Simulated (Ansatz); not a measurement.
Born–Oppenheimer molecular dynamics of C2H3N (6 atoms, charge 0, multiplicity 1). It starts from a relaxed structure.

The calculation used UKS BLYP-D4/6-31G* (Ansatz).

| Quantity | Value |
| --- | --- |
| ensemble | NVE (velocity Verlet) |
| time step | 0.5 fs |
| steps asked | 100 |
| starting velocities drawn for | 1500 K |
| seed | 931398 |

First frame:

```xyz
6
Properties=species:S:1:pos:R:3
C -0.746 -0.034 -0.639
C 0.196 0.095 0.281
N 0.997 0.313 1.203
H -0.726 0.573 -1.545
H -1.547 -0.766 -0.517
H 1.868 -0.245 1.171
```

(1) How far do the bonds stretch over the last three quarters of this one trajectory? (Pairs bonded in most of those frames.)

Answers

(1) 
```json
{"bond": "C1–C2", "mean (Å)": "1.335", "spread (Å)": "0.048", "shortest": "1.23", "longest": "1.42"}
{"bond": "C1–H4", "mean (Å)": "1.094", "spread (Å)": "0.016", "shortest": "1.07", "longest": "1.12"}
{"bond": "C1–H5", "mean (Å)": "1.098", "spread (Å)": "0.023", "shortest": "1.06", "longest": "1.13"}
{"bond": "C2–N3", "mean (Å)": "1.242", "spread (Å)": "0.051", "shortest": "1.18", "longest": "1.34"}
{"bond": "N3–H6", "mean (Å)": "1.061", "spread (Å)": "0.086", "shortest": "0.93", "longest": "1.18"}
```

Mean temperature of the second half: 758 K. The conserved energy stayed within 1.7 meV per atom of its start (net change 0.92 meV per atom), so the integration is sound. A run of 0.05 ps of so small a system gives no equilibrium averages.

Run time: 68 s on 1 thread of Intel(R) Xeon(R) 6975P-C (Granite Rapids), with other jobs on the host, peak memory 0.12 GiB.
